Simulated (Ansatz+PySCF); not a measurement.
Two shapes of singlet C2H2.

Shape 1:

```xyz
4

C     0.0000    0.0000   -0.6043
C     0.0000    0.0000    0.6043
H     0.0000    0.0000   -1.6792
H     0.0000    0.0000    1.6792
```

Shape 2:

```xyz
4

C     0.0000    0.0000   -0.6526
C     0.0000    0.0000    0.6526
H     0.0000    0.0000   -1.8136
H     0.0000    0.0000    1.8136
```

Basis set: def2-SVP (spherical functions). Frozen core: 2 orbitals. Charge 0, multiplicity 1.

Computed with Ansatz (development build ahead of 0.2.0); each method stands on the lowest determinant of its kind that the runs found.

Task: Which shape is lower in energy, and by how much in each method?

Result:

```tsv
method	E(2) − E(1) (eV)
RHF	0.978
RHF-MP2	0.526
UHF-CCSD	0.618
RHF-CCSD(T)	0.522
UHF-CCSD(T)	0.565
```

Shape 1 is lower. Caution for UHF-CCSD, UHF-CCSD(T): the unrestricted determinant is spin contaminated; the determinant breaks the point group.
